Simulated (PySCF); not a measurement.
Compound: CH₂Si.
InChI=1S/CH2Si/c1-2/h1-2H

Computed, not measured: wB97X-D/def2-SVPD in PySCF (dipole) on a GFN2-xTB geometry, gas phase.

Take the most abundant isotopes and a rigid rotor. 

What are A, B and C (cm⁻¹)?

Ia = 0.80, Ib = 31.10, Ic = 31.90 u·Å²; 505379 MHz·u·Å²/I gives 628141, 16252 and 15842 MHz, that is A = 20.95252, B = 0.54211, C = 0.52844 cm⁻¹.

What kind of rotor is it?

A near-prolate asymmetric top: κ = (2 × 16252 − 628141 − 15842)/(628141 − 15842) = -1.00.

What does the inertial defect say?

Planar: Δ = Ic − Ia − Ib = 0.00 u·Å². For a rigid frame Δ = −2 Σ m c², so it vanishes when all atoms lie in the ab plane; here none is more than 0.01 Å from it.

Give the coordinates in the principal-axis frame, origin at the centre of mass.

The sense of each axis is arbitrary; atoms in the order of the calculation.
```tsv
atom	mass (u)	a (Å)	b (Å)	c (Å)
C1	12.000	-1.189	0.100	0.000
Si2	27.977	0.504	-0.018	0.000
H3	1.008	-1.782	-0.810	0.000
H4	1.008	1.955	0.117	0.000
```

List the rotational levels J(Ka,Kc) to J = 5 (MHz).

Above 0(0,0):
J = 1: 1(0,1) 32094, 1(1,1) 643983, 1(1,0) 644393
J = 2: 2(0,2) 96283, 2(1,2) 707762, 2(1,1) 708992, 2(2,1) 2544657, 2(2,0) 2544657
J = 3: 3(0,3) 192565, 3(1,3) 803430, 3(1,2) 805889, 3(2,2) 2640940, 3(2,1) 2640941, 3(3,1) 5701408, 3(3,0) 5701408
J = 4: 4(0,4) 320941, 4(1,4) 930988, 4(1,3) 935086, 4(2,3) 2769318, 4(2,2) 2769321, 4(3,2) 5829786, 4(3,1) 5829786, 4(4,1) 10114440, 4(4,0) 10114440
J = 5: 5(0,5) 481409, 5(1,5) 1090434, 5(1,4) 1096582, 5(2,4) 2929789, 5(2,3) 2929797, 5(3,3) 5990258, 5(3,2) 5990258, 5(4,2) 10274912, 5(4,1) 10274912, 5(5,1) 15783753, 5(5,0) 15783753

Predict some low-J microwave lines.

The dipole components are |μa| = 3.02 D, |μb| = 0.67 D, |μc| = 0.00 D; the mirror of this Cs structure is the ab plane, so μc vanishes by symmetry and there are no c-type lines. The squared components, which scale the intensities, stand as 1.00 : 0.05 (a : b). Some lines, for components of 0.1 D or more:

```json
{"type": "a", "branch": "Q", "J(Ka,Kc)": "2(1,1) ← 2(1,2)", "MHz": "1230", "lower level (cm⁻¹)": "23.608"}
{"type": "a", "branch": "R", "J(Ka,Kc)": "1(0,1) ← 0(0,0)", "MHz": "32094", "lower level (cm⁻¹)": "0.000"}
{"type": "a", "branch": "R", "J(Ka,Kc)": "2(0,2) ← 1(0,1)", "MHz": "64189", "lower level (cm⁻¹)": "1.071"}
{"type": "a", "branch": "R", "J(Ka,Kc)": "3(0,3) ← 2(0,2)", "MHz": "96282", "lower level (cm⁻¹)": "3.212"}
{"type": "a", "branch": "R", "J(Ka,Kc)": "4(1,4) ← 3(1,3)", "MHz": "127557", "lower level (cm⁻¹)": "26.800"}
{"type": "b", "branch": "R", "J(Ka,Kc)": "3(1,3) ← 2(0,2)", "MHz": "707147", "lower level (cm⁻¹)": "3.212"}
{"type": "b", "branch": "Q", "J(Ka,Kc)": "3(2,1) ← 3(1,2)", "MHz": "1835052", "lower level (cm⁻¹)": "26.882"}
{"type": "b", "branch": "Q", "J(Ka,Kc)": "2(2,1) ← 2(1,2)", "MHz": "1836895", "lower level (cm⁻¹)": "23.608"}
{"type": "b", "branch": "R", "J(Ka,Kc)": "3(3,1) ← 2(2,0)", "MHz": "3156750", "lower level (cm⁻¹)": "84.881"}
{"type": "b", "branch": "Q", "J(Ka,Kc)": "4(4,0) ← 4(3,1)", "MHz": "4284654", "lower level (cm⁻¹)": "194.461"}
```

Estimate the classical rotational partition function at 298.15 K.

Point group Cs, symmetry number σ = 1; q = (√π/σ)·√((kT/h)³/(ABC)), k/h = 20836.6 MHz/K: 2160 at 298.15 K.

Not checked by GFN2-xTB frequencies. No vibrational averaging or centrifugal distortion is included, and the geometry carries the error of its method.

On Arm Neoverse V1, one thread, no GPU, shared host, this took 1.7 s wall. This is the wB97X-D/def2-SVPD job that gave the dipole, with the excitations it also computed.
